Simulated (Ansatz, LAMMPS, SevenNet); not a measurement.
**hcp Zn, elastic constant C44**

Reference value: 45.9 GPa (measured, 0 K, extrapolated to 0 K; zero-point effects included; as tabulated in Galib et al. (2023), arXiv:2209.08184).

**Question.** What do COMB comb3, SevenNet-0, LDA, PBE, r²SCAN+rVV10 give, and how far is each from the reference?

**Answer.** 
```tsv
level (code)	value (GPa)	cell (Å³/atom)	difference (%)
COMB comb3 (LAMMPS)	32.6	15.27	-29
SevenNet-0	7.03	15.47	-85
LDA (Ansatz)	45.9	13.62	0.0
PBE (Ansatz)	32.1	15.24	-30
r²SCAN+rVV10 (Ansatz)	47.5	14.21	+3.5
```

Leaving aside COMB comb3 (doubt noted below): Once the reference is moved by up to 3.3 % (a margin picked here for doubts on the reference and the settings, and for temperature and zero-point motion) and values within 1.7 % count as equal, the nearest can be LDA (0.0 %) or r²SCAN+rVV10 (+3.5 %). Farthest off among them: SevenNet-0 (-85 %). Within 10 %: LDA, r²SCAN+rVV10.

The reference isn't brought to a static lattice, while the calculations are for one, so the differences are not the levels' errors alone.  COMB comb3: the cell has another shape than the first-principles one, perhaps another minimum in the same group. Each level is taken at its own relaxed cell. Cutoffs differ between the levels. Ansatz's density-functional and Hartree–Fock values are scalar-relativistic unless marked +SOC, with PAW data made under PBE.

Empirical potentials (COMB comb3) are fitted to chosen data: where that held the value shown, agreement is built in, and what lay outside the fit can be far off. Machine-learned potentials (SevenNet-0) are trained on DFT data: a solid inside that data is no test of them.

Differences are worked out from the printed values.

Ansatz is an electronic-structure program.
